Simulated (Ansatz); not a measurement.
**BS+ (quintet): wave-function methods side by side, def2-QZVPP**

The task here is to estimate one member of a computed series from the others.

Method: def2-QZVPP, core rule «outside noble gas», up to 6 orbitals frozen; program: Ansatz 0.2.0, Gaussian basis.

Plan: UHF; ROHF; CCSD(T) on UHF.

2 further runs of the same task are left out: 2 set aside as unsound or not needed.

### The geometry

The geometry is a PBE0/def2-TZVP stationary point (not a proven minimum) of the parent state, kept for this charge and spin.

2 atoms, charge 1, spin multiplicity 5.

Atoms are counted from 1 here; the program's logs count them from 0.

Bond lengths: B1–S2 1.703 Å.

Set-up of the first run:

The input, in.yaml:

```yaml
crystal:
  periodic: [false, false, false]
  atoms:
    - {symbol: B, position_ang: [0.000000, 0.000000, 0.000000]}
    - {symbol: S, position_ang: [0.000000, 0.000000, 1.703300]}
basis:
  gaussian: {orbitals: "def2-QZVPP.json"}
total_charge: 1
magnetization: {spin_polarized: true, initial_magnetization: 4}
hamiltonian: {xc: hf}
output: {orbitals: {seedname: orbitals}}
```

Launch:

```sh
$ ansatz run in.yaml --threads 1 --pin off --events-out ev --progress --plain --max-ram 2393MiB
```

Steps of the session up to this table: UHF; ROHF; CCSD(T) on UHF.

One of the session's tables, all rows but one given; the rest of the session is left out.

```
  method  from UCCSD(T) (meV)
    ROHF              +5240.2
     UHF                    ?
    UMP2               +949.3
   UCCSD               +200.1
UCCSD(T)                    0
```

Q: Estimate the row for UHF from the others.

The run gave: from UCCSD(T) (meV): +5042.1. In the column «from UCCSD(T) (meV)» it lies between UMP2 (+949.3) and ROHF (+5240.2).
